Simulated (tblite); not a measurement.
C5H9O (charge +1).
Structure used (GFN2-xTB), in Å, numbered top down from 1:
```xyz
15
C5H9O angstrom
C      1.6761   -0.0169   -0.6282
C      0.8034    0.6461    0.4303
C     -0.3280   -0.2445    0.9228
C     -1.3161   -0.6390   -0.2404
C     -2.1722    0.4010   -0.5063
O     -2.8417    1.2867   -0.6535
H      2.0199   -0.9921   -0.2923
H      1.1595   -0.1321   -1.5814
H      2.5522    0.5969   -0.8165
H      0.4115    1.5935    0.0553
H      1.4247    0.8759    1.2983
H     -0.8769    0.2371    1.7313
H      0.0788   -1.1833    1.2998
H     -0.7028   -0.8891   -1.1208
H     -1.8928   -1.5322    0.0357
```

All values are computed: GFN2-xTB (tblite) harmonic vibrations without scaling, gas phase. The method is semi-empirical: single wavenumbers can be off by several per cent or more. One conformer, not necessarily the lowest.

Harmonic wavenumbers (cm⁻¹): 53.0, 105.1, 150.5, 247.2, 293.6, 392.1, 425.2, 572.5, 757.0, 797.8, 868.5, 906.2, 944.7, 995.4, 1036.4, 1067.1, 1073.9, 1121.3, 1175.7, 1213.4, 1233.2, 1287.2, 1301.5, 1335.1, 1425.1, 1449.3, 1461.4, 1479.9, 1504.3, 2306.7, 2848.7, 2907.1, 2985.8, 2996.7, 3005.7, 3011.5, 3024.5, 3050.9, 3070.9.

A = 7048, B = 1877, C = 1802 MHz; mass 85.065 u (most abundant isotopes); point group C1, symmetry number 1.

Problem. What is the zero-point energy?

Solution. Half the sum of the wavenumbers: 27941 cm⁻¹ = 79.89 kcal/mol.

Problem. What is S at 350 K and 1 bar for an ideal gas of classical rigid rotors and harmonic oscillators?

Solution. Translation 40.06, rotation 27.48, vibration 21.18: S = 88.7 cal/(mol K).

Problem. And Cp and H(350 K) − H(0)?

Solution. Cp = 30.99 cal/(mol K), of which vibrations give 23.04 (their classical limit is 39 R = 77.5); H(350 K) − H(0) = 6.69 kcal/mol without the zero-point energy, 3.91 from vibrations.

Problem. How do the functions run with temperature in this model?

Solution. 
```json
{"T (K)": "150", "S (cal/(mol K))": "69.3", "Cp (cal/(mol K))": "17.5", "H − H(0) (kcal/mol)": "1.91", "G − H(0) (kcal/mol)": "-8.48", "ln q(vib)": "1.85"}
{"T (K)": "250", "S (cal/(mol K))": "79.6", "Cp (cal/(mol K))": "23.7", "H − H(0) (kcal/mol)": "3.96", "G − H(0) (kcal/mol)": "-15.94", "ln q(vib)": "3.45"}
{"T (K)": "298.15", "S (cal/(mol K))": "84.1", "Cp (cal/(mol K))": "27.1", "H − H(0) (kcal/mol)": "5.18", "G − H(0) (kcal/mol)": "-19.88", "ln q(vib)": "4.21"}
{"T (K)": "400", "S (cal/(mol K))": "93.1", "Cp (cal/(mol K))": "34.6", "H − H(0) (kcal/mol)": "8.33", "G − H(0) (kcal/mol)": "-28.91", "ln q(vib)": "5.85"}
{"T (K)": "600", "S (cal/(mol K))": "109.6", "Cp (cal/(mol K))": "46.9", "H − H(0) (kcal/mol)": "16.54", "G − H(0) (kcal/mol)": "-49.20", "ln q(vib)": "9.13"}
{"T (K)": "900", "S (cal/(mol K))": "131.1", "Cp (cal/(mol K))": "59.1", "H − H(0) (kcal/mol)": "32.58", "G − H(0) (kcal/mol)": "-85.40", "ln q(vib)": "13.98"}
```

q(vib) and H(0) count from the zero-point level.

Problem. Which modes carry the vibrational entropy at 350 K?

Solution. 53.0 cm⁻¹: 5.02; 105.1 cm⁻¹: 3.67; 150.5 cm⁻¹: 2.97; 247.2 cm⁻¹: 2.04; 293.6 cm⁻¹: 1.73; 392.1 cm⁻¹: 1.24 cal/(mol K); the other 33 give 4.51 together.

Problem. Blend soft modes into free rotors: weight 1/[1 + (100 cm⁻¹/ν̃)⁴] for the oscillator and the rest for a rotor with moment μB/(μ + B), μ = h/(8π²ν), B = 10⁻⁴⁴ kg m². What vibrational entropy results?

Solution. 19.54 cal/(mol K) in place of 21.18, which changes −T·S at 350 K by +0.57 kcal/mol.

Problem. What must be added to the electronic energy to get the Gibbs energy at 350 K and 1 bar?

Solution. ZPE + [H(350 K) − H(0)] − T·S = 79.89 + 6.69 − 31.05 = 55.53 kcal/mol.

Hindered rotation and anharmonicity are outside this model. Other conformers, if any are populated, would add a mixing term that is left out. The structure is chiral; the term R ln 2 for an equal mix with its mirror image is left out.
